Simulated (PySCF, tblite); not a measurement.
# 2,2,2-trifluoroethylamine (C2H4F3N): isotopologues and vibrational averages

How do isotopes change the rotational constants and shieldings of 2,2,2-trifluoroethylamine (C2H4F3N) (`NCC(F)(F)F`)?

Computed with tblite 0.8.0 (tight binding) and PySCF 2.14.0 (DFT, with response routines of our own); each step states its level. Atoms count from 0 throughout.

## 1. The molecule as given

10 atoms, charge 0, multiplicity 1; geometry from: force field or distance geometry start.

Bonds of the start (Å): C1–C2 1.52, C1–H8 1.10, C1–H9 1.11, C2–F3 1.37, C2–F4 1.33, C2–F5 1.44, N0–C1 1.51, N0–H6 1.07, N0–H7 1.06.

## 2. GFN2-xTB relaxation, lowest of a short conformer search

The job: settings as JSON, then the geometry in Å.

```
{"job": {"xc": "GFN2-xTB", "basis": "xTB", "kind": "relax"}, "charge": 0, "multiplicity": 1}
N      0.520800    -1.167400     2.986300
C     -0.038200    -0.443500     1.789000
C      0.808200     0.807000     1.660700
F      0.598300     1.614500     2.748500
F      2.113700     0.606300     1.522200
F      0.191100     1.556700     0.601700
H     -0.168600    -1.072300     3.802400
H      1.459800    -0.800600     3.299900
H      0.140800    -1.148000     0.958100
H     -1.130100    -0.264000     1.897300
```

Command:

```sh
$ OMP_NUM_THREADS=1 python ens_run.py task.json out
```

One launch serves the whole session.

Log:

```text
step      E/eV     max force
  0    -637.15050    2.881
  1    -637.48596    1.343
  2    -637.61605    0.947
  3    -637.64768    0.533
  4    -637.67287    0.304
  5    -637.67844    0.265
  6    -637.68619    0.227
  7    -637.68891    0.217
  8    -637.69382    0.211
  9    -637.69837    0.217
 10    -637.70408    0.236
 11    -637.71054    0.208
 12    -637.71946    0.301
 13    -637.72951    0.333
 14    -637.73926    0.282
 15    -637.74610    0.262
 16    -637.75075    0.218
 17    -637.75535    0.262
 18    -637.76115    0.285
 19    -637.76708    0.283
 20    -637.77260    0.247
 21    -637.77600    0.246
 22    -637.78294    0.268
 23    -637.78682    0.212
 24    -637.78858    0.342
 25    -637.79129    0.130
 26    -637.79294    0.108
 27    -637.79505    0.147
 28    -637.79658    0.118
 29    -637.79800    0.101
 30    -637.79921    0.111
 31    -637.80027    0.109
 32    -637.80097    0.088
 33    -637.80139    0.053
 34    -637.80170    0.049
 35    -637.80198    0.055
 36    -637.80222    0.057
 37    -637.80242    0.038
 38    -637.80260    0.034
 39    -637.80276    0.037
 40    -637.80286    0.028
 41    -637.80292    0.026
 42    -637.80298    0.025
 43    -637.80305    0.028
 44    -637.80313    0.035
 45    -637.80320    0.028
 46    -637.80326    0.022
 47    -637.80334    0.031
 48    -637.80345    0.040
 49    -637.80362    0.044
 50    -637.80383    0.044
 51    -637.80405    0.042
 52    -637.80429    0.045
 53    -637.80453    0.049
 54    -637.80478    0.055
 55    -637.80503    0.057
 56    -637.80527    0.049
 57    -637.80547    0.033
 58    -637.80558    0.023
 59    -637.80562    0.014
 60    -637.80563    0.009
 61    -637.80563    0.006
 62    -637.80564    0.006
 63    -637.80564    0.004
```

Wall time 0.16 s (1 thread of Arm Neoverse V2, shared host).

The energy fell by 0.655 eV, and the atoms moved 0.29 Å (root mean square).

## 3. Tight optimisation and Hessian

The job: settings as JSON, then the geometry in Å.

```
{"job": {"xc": "B3LYP", "basis": "pcSseg-1", "grid": 2, "temperatures": [500, 1000], "kind": "geom"}, "charge": 0, "multiplicity": 1}
N      0.375018    -1.190085     3.051788
C     -0.001989    -0.491150     1.851693
C      0.687031     0.869120     1.681873
F      0.412407     1.699703     2.701299
F      2.024496     0.750469     1.640967
F      0.316240     1.495890     0.557207
H      0.138138    -0.653200     3.878793
H      1.370723    -1.381376     3.067162
H      0.254384    -1.098178     0.979120
H     -1.080688    -0.312560     1.856344
```

Log:

```text
step   0  E = -11779.2814923 eV  max force = 0.51105
step   1  E = -11779.3001431 eV  max force = 0.07071
step   2  E = -11779.3006277 eV  max force = 0.02502
step   3  E = -11779.3006370 eV  max force = 0.00984
step   4  E = -11779.3006632 eV  max force = 0.00585
step   5  E = -11779.3006638 eV  max force = 0.00178
step   6  E = -11779.3006639 eV  max force = 0.00039
step   7  E = -11779.3006639 eV  max force = 0.00039
harmonic wavenumbers (cm-1): 111.5 222.2 301.5 392.7 409.2 526.2 534.1 643.9 797.0 872.8 879.3 1091.2 1133.6 1167.8 1256.0 1270.3 1393.1 1401.1 1467.4 1658.6 3053.5 3102.2 3479.1 3561.6
```

Run time: 7.9 min. Hardware: 1 thread of Arm Neoverse V2, shared host; peak memory 0.56 GiB.

## 4. Displacements along the modes, parent

The job: settings as JSON, then the geometry in Å.

```
{"job": {"xc": "B3LYP", "basis": "pcSseg-1", "grid": 2, "temperatures": [500, 1000], "kind": "vib", "mass_numbers": [14, 12, 12, 19, 19, 19, 1, 1, 1, 1]}, "charge": 0, "multiplicity": 1}
N      0.371375    -1.203645     3.057130
C      0.007996    -0.479498     1.857019
C      0.687369     0.869858     1.681663
F      0.403952     1.708476     2.706186
F      2.035120     0.748537     1.636499
F      0.298160     1.478657     0.541846
H      0.143049    -0.666272     3.890591
H      1.371301    -1.391033     3.081367
H      0.249652    -1.077637     0.971853
H     -1.072215    -0.298810     1.842092
```

Log:

```text
mode    cm-1    km/mol   phi_rrr   E(+)/cm-1  E(-)/cm-1
  1    111.47     0.00       1.3      23.52      22.61
  2    222.19     7.10     -20.7      39.57      40.74
  3    301.53    34.51       1.5      66.88      65.86
  4    392.65    32.35       0.7      73.02      73.14
  5    409.22    11.43     -30.1      72.59      74.76
  6    526.25     0.04       0.5      94.70      94.93
  7    534.12     6.32     -31.7      95.12      97.28
  8    643.87    13.52     -19.7     115.30     116.61
  9    796.95    42.08      29.3     145.00     142.73
 10    872.80   191.25     309.7     169.73     147.49
 11    879.31    22.83      -2.5     158.76     159.36
 12   1091.24   124.17      -0.1     196.77     196.74
 13   1133.55    25.81    -305.1     193.51     215.34
 14   1167.84   258.34    -296.3     200.15     221.33
 15   1255.97   121.60      -1.7     226.21     226.17
 16   1270.27   170.16      47.8     230.41     226.90
 17   1393.11    10.32      -0.2     250.89     250.98
 18   1401.06    17.58     -22.5     251.94     253.34
 19   1467.41     5.85     -75.3     261.47     266.98
 20   1658.57    29.38    -134.5     293.92     303.51
 21   3053.53    15.22    1332.9     600.17     504.34
 22   3102.21     8.66      -5.6     561.09     561.62
 23   3479.11     2.52    1618.8     687.95     571.51
 24   3561.60     8.70      -3.0     644.76     644.85
```

Run time: 8.9 min. Hardware: 1 thread of Arm Neoverse V2, shared host; peak memory 0.63 GiB.

## 5. Displacements along the modes, 2H at atom 8

Changed since step 4:

```diff
@@ -1,2 +1,2 @@
-{"job": {"xc": "B3LYP", "basis": "pcSseg-1", "grid": 2, "temperatures": [500, 1000], "kind": "vib", "mass_numbers": [14, 12, 12, 19, 19, 19, 1, 1, 1, 1]}, "charge": 0, "multiplicity": 1}
+{"job": {"xc": "B3LYP", "basis": "pcSseg-1", "grid": 2, "temperatures": [500, 1000], "kind": "vib", "mass_numbers": [14, 12, 12, 19, 19, 19, 1, 1, 2, 1]}, "charge": 0, "multiplicity": 1}
 N      0.371375    -1.203645     3.057130
```

Log:

```text
mode    cm-1    km/mol   phi_rrr   E(+)/cm-1  E(-)/cm-1
  1    107.78     0.00       1.4      22.47      21.64
  2    221.68     7.05     -20.5      39.49      40.64
  3    296.36    28.98      -0.4      61.41      62.30
  4    376.40    36.53       3.7      72.26      72.00
  5    406.84    11.63     -29.9      72.17      74.32
  6    513.53     1.16       9.8      92.77      92.21
  7    529.57     5.97      23.2      96.11      94.62
  8    637.41    13.35     -15.8     114.27     115.30
  9    783.92    17.82      76.9     144.00     138.48
 10    809.09    24.09       3.0     146.45     145.89
 11    846.28   146.34     218.8     161.98     146.25
 12    948.91    80.22     -88.4     167.93     174.26
 13   1120.00    25.47    -237.4     193.38     210.36
 14   1152.14   252.67      82.2     210.50     204.70
 15   1191.32   219.03     141.0     219.83     209.67
 16   1247.49    71.29     -14.0     224.13     225.17
 17   1290.84    95.44     -14.0     231.82     232.96
 18   1328.88    40.58      27.4     240.42     238.64
 19   1398.30    12.87      -2.3     251.93     252.29
 20   1657.22    29.94    -136.8     293.60     303.35
 21   2264.22     7.42    1223.9     454.58     366.61
 22   3078.90    11.69    1956.7     630.03     489.71
 23   3479.06     2.60    1619.3     687.95     571.49
 24   3561.52     8.84       0.2     644.86     644.72
```

Run time: 9.1 min. Hardware: 1 thread of Arm Neoverse V2, shared host; peak memory 0.63 GiB.

## 6. Vibrational averages by isotopologue

The job: settings as JSON, then the geometry in Å.

```
{"job": {"xc": "B3LYP", "basis": "pcSseg-1", "grid": 2, "temperatures": [500, 1000], "kind": "iso"}, "charge": 0, "multiplicity": 1}
N      0.371375    -1.203645     3.057130
C      0.007996    -0.479498     1.857019
C      0.687369     0.869858     1.681663
F      0.403952     1.708476     2.706186
F      2.035120     0.748537     1.636499
F      0.298160     1.478657     0.541846
H      0.143049    -0.666272     3.890591
H      1.371301    -1.391033     3.081367
H      0.249652    -1.077637     0.971853
H     -1.072215    -0.298810     1.842092
```

Log:

```text
parent
  Be/MHz 5207.803 2760.035 2739.05
  B0/MHz 5171.724 2736.453 2715.085
  ZPE/cm-1 15362.9
  <sigma>(0 K)/ppm 230.287 125.075 39.069 250.445 250.421 246.462 30.017 30.019 27.835 27.837
2H at atom 8
  Be/MHz 5056.033 2742.409 2687.245
  B0/MHz 5021.158 2718.797 2663.984
  ZPE/cm-1 14623.8
  <sigma>(0 K)/ppm 230.531 125.447 39.063 250.604 250.548 246.524 30.027 30.032 27.968 27.853
```

Wall time 26 min (1 thread of Arm Neoverse V2, shared host); peak memory 0.63 GiB. This counts the whole study up to here.

Rotational constants (MHz) at equilibrium and in the ground state:

```
isotopologue                      Be                      B0  zero-point change (cm⁻¹)
      parent  5207.8, 2760.0, 2739.1  5171.7, 2736.5, 2715.1                       0.0
2H at atom 8  5056.0, 2742.4, 2687.2  5021.2, 2718.8, 2664.0                    -739.1
```

Shieldings of the first species (ppm): at equilibrium, the vibrational parts at 0 K, and the averages:

```csv
atom,equilibrium,anharmonic,harmonic,0 K,500 K,1000 K
N0,240.37,1.75,-11.83,230.29,229.10,227.40
C1,129.81,-1.09,-3.65,125.08,124.01,122.17
C2,41.47,-1.64,-0.77,39.07,38.17,36.15
F3,260.42,-3.27,-6.71,250.44,245.84,236.67
F4,260.48,-3.35,-6.70,250.42,245.72,236.43
F5,256.12,-2.90,-6.76,246.46,241.48,232.16
H6,30.75,0.18,-0.92,30.02,29.95,29.77
H7,30.75,0.19,-0.92,30.02,29.95,29.78
H8,28.55,-0.15,-0.56,27.83,27.74,27.50
H9,28.55,-0.15,-0.56,27.84,27.74,27.50
```

Isotope effects on the shieldings at 0 K (ppb; positive means more shielded):

| atom | 2H at atom 8 |
| --- | --- |
| N0 | 244 |
| C1 | 372 |
| C2 | -5 |
| F3 | 159 |
| F4 | 128 |
| F5 | 62 |
| H6 | 10 |
| H7 | 12 |
| H8 | 133 |
| H9 | 16 |

## 7. Summary of results

| quantity | value |
| --- | --- |
| point group | Cs |
| B0 of the first species | 5171.7, 2736.5, 2715.1 MHz |
| zero-point energy | 15363 cm⁻¹ |
| zero-point change of σ(N0) | -10.08 ppm |

**Reading.** Zero-point motion changes the shielding of N0 most, by -10.08 ppm. The largest secondary isotope effect is 372 ppb on C1, 1 bond from the change (2H at atom 8). The job flags a low mode; perturbation theory is less sure for low modes. Internal rotors are held in one well.
